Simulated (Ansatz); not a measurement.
# SiPH₂+ (quintet): from Hartree-Fock to the top rungs, def2-QZVPP

An exercise on one series of results from a longer session: the logs are not shown, and one member is left open.

Method: def2-QZVPP, core rule «outside noble gas», up to 10 orbitals frozen; program: Ansatz 0.2.0, Gaussian basis.

The runs, in order: UHF; ROHF; CCSD(T) on UHF.

**What is computed**

The geometry is a PBE0/def2-TZVP stationary point (not a proven minimum) of the parent state, kept for this charge and spin.

4 atoms, charge 1, spin multiplicity 5.

Atoms are counted from 1 here; the program's logs count them from 0.

Bond lengths: Si1–P2 2.275 Å, Si1–H3 1.499 Å, P2–H4 1.427 Å. Angles: P2–Si1–H3 115.3°, Si1–P2–H4 96.5°.

The first run:

The input, in.yaml:

```yaml
crystal:
  periodic: [false, false, false]
  atoms:
    - {symbol: Si, position_ang: [-0.059994, -0.083342, 1.179230]}
    - {symbol: P, position_ang: [0.000332, 0.090462, -1.088224]}
    - {symbol: H, position_ang: [0.995175, 0.691262, 1.910267]}
    - {symbol: H, position_ang: [0.666308, -1.148881, -1.327757]}
basis:
  gaussian: {orbitals: "def2-QZVPP.json"}
total_charge: 1
magnetization: {spin_polarized: true, initial_magnetization: 4}
hamiltonian: {xc: hf}
output: {orbitals: {seedname: orbitals}}
```

Command:

```bash
$ ansatz run in.yaml --threads 1 --pin off --events-out ev --progress --plain --max-ram 2393MiB
```

Steps of the session up to this table: UHF; ROHF; CCSD(T) on UHF.

One of the session's tables, all rows but one given; the rest of the session is left out.

It belongs to the step «Misses and costs». 

| method | from UCCSD(T) (meV) |
| --- | --- |
| ROHF | ? |
| UHF | +6178.1 |
| UMP2 | +1225.7 |
| UCCSD | +264.7 |
| UCCSD(T) | 0 |

Q: Estimate the row for ROHF from the others.

**Answer.** from UCCSD(T) (meV): +6328.5. In the column «from UCCSD(T) (meV)» it is the highest.
